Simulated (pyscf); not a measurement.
Optimised with ωB97X-D3(BJ)/def2-SVP in PySCF.

Problem. Estimate the classical barrier height and the reaction energy of `[PH2][GaH][PH2]` + `[OH2]` → `[OH][Ga]([PH2])[PH2]` + `[H][H]` at ωB97M-D3(BJ)/def2-TZVP. The step runs on the singlet surface, breaks Ga–H, H–O and forms Ga–O, H–H; take the separated reactants as zero.

Solution. ΔE‡ = 0.57 eV, ΔE = -0.47 eV. Zero-point energy shifts the barrier by -0.03 eV. It is a four-centre exchange, with an imaginary mode of 1305i cm⁻¹. On the reactant side the descent ends in an adduct with a Ga–O contact, 0.64 eV under the separated species and 1.16 eV under the saddle at ωB97X-D3(BJ)/def2-TZVP. What is counted as formed (Ga–O) is already present as a longer contact in the reactant adduct; forming that adduct is a step of its own. At the saddle there is also a short Ga–H contact that neither side keeps. One saddle was located; it need not be the lowest between these sides. Elements up to Kr have no core potential and no relativistic terms here.
